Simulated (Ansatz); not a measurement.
**NbOF3, singlet: from triple and quadruple zeta to the limit**

```xyz
5

O     0.5141   -0.9214    1.3129
Nb    0.0103   -0.0154   -0.0073
F    -1.3545    1.1041    0.5679
F    -0.5913   -1.1996   -1.3044
F     1.4713    0.9585   -0.6105
```

Connectivity, by distances: O–Nb(–F)(–F)–F.

Ansatz 0.2.0, RHF determinant, valence electrons correlated, core potentials past Kr. Energies in eV.

| set | X | functions | Hartree–Fock | MP2 correlation | CCSD(T) correlation | time |
| --- | --- | --- | --- | --- | --- | --- |
| def2-TZVPP | 3 | 180 | -11700.1935 | -32.7491 | -32.9926 | 3.4 s on 1 × NVIDIA H100 80GB HBM3 with 1 thread of AMD EPYC 7R13 Processor (Zen 3) (shared host) |
| def2-QZVPP | 4 | 309 | -11700.7825 | -35.4218 | -35.6010 | 6 s on 1 × NVIDIA H100 80GB HBM3 with 1 thread of AMD EPYC 7R13 Processor (Zen 3), on a shared host |

Hartree–Fock is taken to follow E(X) = E∞ + A·exp(−7.88·√X), correlation E(X) = E∞ + B·X^−2.97.

Cautions: no spin-orbit coupling; outer-core shells of the metal frozen.

**Question.** Work out the CCSD(T) energy at the limit, and how far the shortcut misses it that extrapolates MP2 and adds CCSD(T) minus MP2 from the smaller set.

**Answer.** Hartree–Fock: E∞ = E4 + 0.1377·(E4 − E3) = -11700.8636. Correlation: E∞ = E4 + 0.7407·(E4 − E3) = -37.5331 for CCSD(T) and -37.4015 for MP2. The limit is -11738.3967 eV, 2.013 eV below def2-QZVPP. The shortcut gives a correlation energy of -37.4015 + (-0.2435) = -37.6451, 112 meV lower than the direct value.

The exponents were fitted on light atoms, and def2 sets of heavy atoms don't grow evenly, so the limit is rough here.
